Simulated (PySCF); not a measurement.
Ligands exchanged one at a time, B Cl-I. Gas-phase values, no solvent. Strings in code marks are SMILES.

Computed with PBE-D3(BJ)/def2-TZVP // CAM-B3LYP-D3(BJ)/def2-TZVP run with PySCF. All candidates: neutral, multiplicity 1. Delta-SCF ions had no search for a lower state. 

```yaml
vertical ionisation energy (Delta-SCF): 9.73 eV
LUMO: -2.84 eV
HOMO: -6.70 eV
```

**Question.** Identify which member has these values.
A. `IB(I)I`
B. `ClB(I)I`
C. `ClB(Cl)I`
D. `ClB(Cl)Cl`

**Answer.** C, `ClB(Cl)I`. The others give `IB(I)I`: 8.72 eV, -3.23 eV, -6.25 eV; `ClB(I)I`: 9.12 eV, -3.05 eV, -6.44 eV; `ClB(Cl)Cl`: 10.77 eV, -2.61 eV, -7.65 eV
